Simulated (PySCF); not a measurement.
**methallyl cyanide: full NMR table**

```
Formula                               : C5H7N
SMILES                                : C=C(C)CC#N
Point group of the computed structure : C1
Degrees of unsaturation               : 3
Carbon signals                        : 5
Proton signals                        : 4
```

Mapped SMILES: `[CH2:1]=[C:2]([CH3:3])[CH2:4][C:5]#[N:6]`. Each H is labelled by its parent atom. Ha(C1) is cis to C3; Hb(C1) is trans to C3.

Theoretical values (PySCF 2.14.0 with density-fitted response routines): spin–spin couplings from B3LYP/pcJ-1 (spin–dipole term only in couplings to heteroatoms), structure optimised with PBE0-D3(BJ)/def2-SVP, σ from GIAO-PBE0/pcSseg-1. In vacuum, averaged over atoms made equivalent by symmetry, fast rotation or ring inversion, non-relativistic, one computed conformer.

Scale: TMS for ¹H (σref 31.27), ¹³C (σref 184.41); ¹⁵N (σref 265.67) against NH3 (reference shieldings calculated alike).

| carbon | δC, type | δH (multiplicity, J in Hz) | HMBC from (abs. J ≥ 3 Hz) | span of the C tensor (ppm) |
| --- | --- | --- | --- | --- |
| C1 | 124.3, CH2 | Ha(C1) 5.29 (sept, 1.7); Hb(C1) 5.22 (sept, 1.5) | H(C4), H(C3) | 182 |
| C2 | 145.6, C | – | H(C4), H(C3) | 242 |
| C3 | 23.4, CH3 | 1.98 (t, 1.8) | Ha(C1), Hb(C1), H(C4) | 39 |
| C4 | 28.3, CH2 | 2.77 (t, 1.3) | Ha(C1), Hb(C1), H(C3) | 36 |
| C5 | 121.9, C | – | H(C4) | 346 |

Other nuclei:
```json
{"atoms": "N6", "nucleus": "¹⁵N", "environment": "nitrile nitrogen", "δ (ppm)": "306.8", "σ (ppm)": "-41.1"}
```

Selected couplings (Hz, signed; the shortest-range and largest first, 30 at most; isotopes ¹³C, ¹H, ¹⁵N): ¹J(C1,Ha(C1)) 168.8, ¹J(C1,Hb(C1)) 167.2, ¹J(C4,H(C4)) 139.6, ¹J(C3,H(C3)) 134.4, ¹J(C1,C2) 79.8, ¹J(C4,C5) 65.5, ¹J(C2,C3) 46.8, ¹J(C2,C4) 42.9, ¹J(C5,N6) -18.2, ²J(C1,C4) 5.2, ²J(C3,C4) 4.7, ²J(C2,C5) -4.5, ²J(C1,C3) 3.4, ²J(C4,N6) 3.4, ²J(Ha(C1),Hb(C1)) 1.7, ³J(C1,C5) 4.5, ³J(N6,H(C4)) -1.6, ³J(C3,C5) 1.2, ⁴J(Ha(C1),H(C3)) -2.1, ⁴J(Hb(C1),H(C4)) -1.6, ⁴J(Hb(C1),H(C3)) -1.5, ⁴J(Ha(C1),H(C4)) -1.1.

Carbon types of the structure: 2 × C, 2 × CH2, 1 × CH3, which accounts for all hydrogens. δC 145.6: fully substituted alkene carbon; an sp2 carbon of a C=C bond. δC 124.3: terminal =CH2 carbon; as expected for a trigonal carbon in a double bond. δC 121.9: nitrile carbon; typical of a nitrile. δC 23.4: allylic methyl carbon; a saturated carbon with 1 carbon neighbour and no heteroatom attached. δH 1.98: hydrogen on an allylic methyl carbon; allylic position.

Multiplet labels drop couplings under 1 Hz and merge nearly equal ones. Shifts are as computed. Against solution values, carbons near 30 ppm lie about +2 ppm off and those near 130 ppm about +5 ppm. Of 1211 compounds with measured shifts, 218 miss one by over three times the rms of a fit or turn the order of signals round; such compounds aren't used in these exercises. Experimental scales use liquid or dissolved standards, which lie at an offset from isolated NH3 (liquid NH3: subtract about 20 ppm). Unscaled 15N shifts of sp2 nitrogen come out 20 to 40 ppm too high even then.
